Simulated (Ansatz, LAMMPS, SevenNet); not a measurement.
**Rutile TiO2, elastic constant C13**

Reference value: 147 GPa (measured, room temperature, no zero-point or thermal correction; as tabulated in Elasticity of TiO2 rutile to 1800 K).

Question: What do ionic model grimes2000, SevenNet-l3i5, LDA, PBE, r²SCAN, HSE06, PBE0 give, and how far is each from the reference?

Answer: 
| level (code) | value (GPa) | cell (Å³/atom) | difference (%) |
|---|---|---|---|
| ionic model grimes2000 (shell model, LAMMPS) | 246 | 9.82 | +67 |
| SevenNet-l3i5 | 165 | 10.70 | +12.2 |
| LDA (Ansatz) | 175 | 10.06 | +19.0 |
| PBE (Ansatz) | 148 | 10.65 | +0.7 |
| r²SCAN (Ansatz) | 165 | 10.40 | +12.2 |
| HSE06 (Ansatz) | 172 | 10.30 | +17.0 |
| PBE0 (Ansatz) | 173 | 10.29 | +17.7 |

The reference is not for a static lattice or low temperature, so close values are not ranked against it. Off by more than 25 %, or 35 % on the side where a correction would as a rule narrow the miss (bounds picked here): ionic model grimes2000 (+67 %).

The measured value isn't corrected to a static lattice, so vibrations enter the comparison.  Each level is taken at its own relaxed cell. Cutoffs differ between the levels. Ansatz's density-functional and Hartree–Fock values are scalar-relativistic unless marked +SOC, with PAW data made under PBE.

Empirical potentials (ionic model grimes2000) are fitted to chosen data: where that held the value shown, agreement is built in, and what lay outside the fit can be far off. Machine-learned potentials (SevenNet-l3i5) are trained on DFT data: a solid inside that data is no test of them.

Differences are worked out from the printed values.

Ansatz is an electronic-structure program.
